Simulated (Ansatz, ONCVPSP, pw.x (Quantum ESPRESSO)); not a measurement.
# Al (Z = 13): does the ONCV potential hold in the solid?

* Element: Al (Z = 13)
* Generator: ONCVPSP 4.0.1.1 (patched build)
* Type: optimised norm-conserving Vanderbilt (ONCV)
* Functional: PBE
* Relativity: scalar-relativistic
* Frozen core: [Ne]
* Valence charge: 3
* Reference configuration: 3s2 (charge +1)
* Partial waves: 3s: rc 1.90 bohr, ncon 5, nbas 9, qcut 4.4 1/bohr, 2 projectors, debl 2.9 Ha; p scattering state at 0.29 Ha: rc 2.05 bohr, ncon 4, nbas 8, qcut 4.8 1/bohr, 2 projectors, debl 0.8 Ha; d scattering state at 0.4 Ha: rc 2.05 bohr, ncon 3, nbas 6, qcut 4.7 1/bohr, 2 projectors, debl 3.6 Ha
* Local potential: polynomial inside 1.60 bohr (lpopt 5, dvloc0 0 Ha)
* Core correction: polynomial model core, fcfact 0.25

In the p channel the program set the typed energies aside and used 0.050, 0.850 Ha.

Atomic tests: cutoffs needed: 6.1 Ha and 7.9 Ha (the cutoffs (Ha) at which the residual kinetic energy of the hardest occupied pseudo-wave falls to 1 and 0.1 mHa per electron) The cutoffs count occupied waves only; projector 2 of the d channel, the hardest unoccupied one, needs 41 Ha at the loose tolerance.; ghost test: no bound ghost flagged; GHOST(+) flagged for s at 104.6 eV; largest excitation error: +18 meV (all-electron minus pseudo) for 3s1, out of 4 test configurations.

Crystal test: fcc Al in pw.x 7.5, no spin, 14³ k-points, Fermi–Dirac smearing 0.01 Ry, cutoffs 50/200 Ry. The lattice is a test structure that the element need not adopt, and mesh and smearing are coarse.

pw.x input:

```
&control
  calculation='scf', prefix='x', pseudo_dir='./', outdir='./tmp', tstress=.true., disk_io='none'
/
&system
  ibrav=0, nat=1, ntyp=1, ecutwfc=50, ecutrho=200, nbnd=8,
  occupations='smearing', smearing='fd', degauss=0.01
/
&electrons
  conv_thr=1e-09, mixing_beta=0.4, electron_maxstep=70
/
ATOMIC_SPECIES
Al 1.0 Al.UPF
CELL_PARAMETERS angstrom
  0.00000000 2.02172157 2.02172157
  2.02172157 0.00000000 2.02172157
  2.02172157 2.02172157 0.00000000
ATOMIC_POSITIONS crystal
Al 0.0000 0.0000 0.0000
K_POINTS automatic
14 14 14 0 0 0
```

```bash
pw.x < Al.scf.in > Al.scf.out
```

Task: How does the run end?

Result: It converges; the pressure is -0.87 GPa against -0.17 GPa from all-electron LAPW.  The log shows:

```
     using ibrav=0 with symmetry is DISCOURAGED, use correct ibrav instead
     lattice parameter (alat)  =       5.4030  a.u.
     unit-cell volume          =     111.5297 (a.u.)^3
     number of electrons       =         3.00
     number of Kohn-Sham states=            8
     kinetic-energy cutoff     =      50.0000  Ry
     charge density cutoff     =     200.0000  Ry
     scf convergence threshold =      1.0E-09
     Exchange-correlation= PBE
     number of k points=   104  Fermi-Dirac smearing, width (Ry)=  0.0100
     iteration #  1     ecut=    50.00 Ry     beta= 0.40
     total energy              =      -5.36691360 Ry
     estimated scf accuracy    <       0.02916704 Ry
     iteration #  2     ecut=    50.00 Ry     beta= 0.40
     total energy              =      -5.36452075 Ry
     estimated scf accuracy    <       0.01002838 Ry
     iteration #  3     ecut=    50.00 Ry     beta= 0.40
     total energy              =      -5.36472584 Ry
     estimated scf accuracy    <       0.00001041 Ry
     iteration #  4     ecut=    50.00 Ry     beta= 0.40
     total energy              =      -5.36473466 Ry
     estimated scf accuracy    <       0.00000718 Ry
     iteration #  5     ecut=    50.00 Ry     beta= 0.40
     total energy              =      -5.36473485 Ry
     estimated scf accuracy    <          8.1E-09 Ry
     iteration #  6     ecut=    50.00 Ry     beta= 0.40
     the Fermi energy is     7.8818 ev
!    total energy              =      -5.36473486 Ry
     estimated scf accuracy    <          3.9E-10 Ry
     smearing contrib. (-TS)   =      -0.00208077 Ry
     The total energy is F=E-TS. E is the sum of the following terms:
     one-electron contribution =       2.92697923 Ry
     hartree contribution      =       0.00796922 Ry
     xc contribution           =      -2.89729389 Ry
     ewald contribution        =      -5.40030864 Ry
     convergence has been achieved in   6 iterations
          total   stress  (Ry/bohr**3)                   (kbar)     P=       -8.70
     Message from routine punch:
     Nothing written, as per user request (disk_io='none')
```
